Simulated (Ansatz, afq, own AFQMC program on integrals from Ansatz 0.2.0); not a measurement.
Two steps: Ansatz 0.2.0 writes the Fock matrix and Cholesky factors of the valence space, and afq projects on them the lowest state that overlaps trial and start.

```yaml
crystal:
  periodic: [false, false, false]
  atoms:
    - {symbol: Ge, position_ang: [-1.054976, 0.000000, 0.000000]}
    - {symbol: H, position_ang: [-1.566426, 1.446599, 0.000000]}
    - {symbol: H, position_ang: [-1.566426, -0.723300, 1.252792]}
    - {symbol: H, position_ang: [-1.566426, -0.723299, -1.252792]}
    - {symbol: H, position_ang: [0.919024, 0.000000, 0.000000]}
    - {symbol: Cl, position_ang: [2.269024, 0.000000, 0.000000]}
basis:
  gaussian: {orbitals: cc-pVTZ}
magnetization: {spin_polarized: true, initial_magnetization: 1}
correlation: {method: ccsd_t, electrons: outside_noble_gas, hamiltonian_folder: ham}
```

```sh
$ ansatz run in.yaml --threads 1 --pin off --events-out ev --progress --plain --max-ram 24576MiB --backend cuda --devices 0, --max-vram 18GiB
```

afq runs on the folder ham with

```
--method phaseless --trial hf --walkers 600 --populations 10 --least-time 40 --time-step 0.005 --steps-per-block 20 --equilibration-blocks 112 --max-blocks 4000 --target-error 0.00115 --factor-cut 1e-05 --start spin_pure --seed 8358 --taylor-order 6
```

Times are imaginary, in 1/Eh. The walk had a cap of 96 s. With eight or more populations the least sampling time is a fifth of least-time, and the error comes from their spread. Filled inner d shells are frozen with the cores.

Output of the walk:

```
orbitals 114  electrons 8 7  factors 730 of 782
reference energy -2537.19741752 Eh
CCSD correlation -0.36874486 Eh in 10 cycles, weight of the determinant in the CISD state 0.8511
energy of the start -2537.197774 Eh
 block  time / (1/Eh)  mean weight  energy / Eh
     1     0.100  1.0025  -2537.288269
     2     0.200  1.0034  -2537.351220
     3     0.300  1.0023  -2537.400432
     4     0.400  1.0017  -2537.434766
     5     0.500  1.0018  -2537.460005
    10     1.000  0.9996  -2537.533182
    49     4.900  0.9995  -2537.586699
    89     8.900  0.9995  -2537.599393
   129    12.900  0.9998  -2537.584503
   169    16.900  0.9999  -2537.583182
   209    20.900  0.9995  -2537.578000
   249    24.900  0.9996  -2537.575387
   257    25.700  0.9993  -2537.567677
   289    28.900  0.9992  -2537.577338
   329    32.900  1.0008  -2537.595660
error from the spread of 10 populations
energy -2537.580754 +/- 0.001148 Eh
(rows thinned)
```

The run passed its tests (sampling time, drift between the halves within three errors, error under three times the target), which doesn't prove that it has relaxed. The second half of the sampling lies above the first by 1.6 errors of their difference, so the energy may still be moving and its error bar be too small.

Against this walk (error 31.2 meV) on the same determinant: CCSD(T) 59.8 meV higher (within the noise), the released energy of a separate walk with a CISD trial 18.6 ± 32.2 meV higher (within the noise), a separate phaseless walk with a CISD trial and standard settings 19.8 ± 31.8 meV higher (within the noise). The error is statistical and leaves out the bias of the constraint.

Cautions: constraint bias not in the error; no relativity below Rb; no spin-orbit coupling; inner d shell frozen.

The walk took 28 s on 1 × NVIDIA H100 80GB HBM3 with 2 threads of AMD EPYC 7R13 Processor (Zen 3), with other jobs on the host (the card was shared). The log's last line is the phaseless energy.

A walk keeps the symmetry of its determinant, which the program's search chose and which needn't be the lowest solution, so a lower state of the same spin and another symmetry isn't excluded.
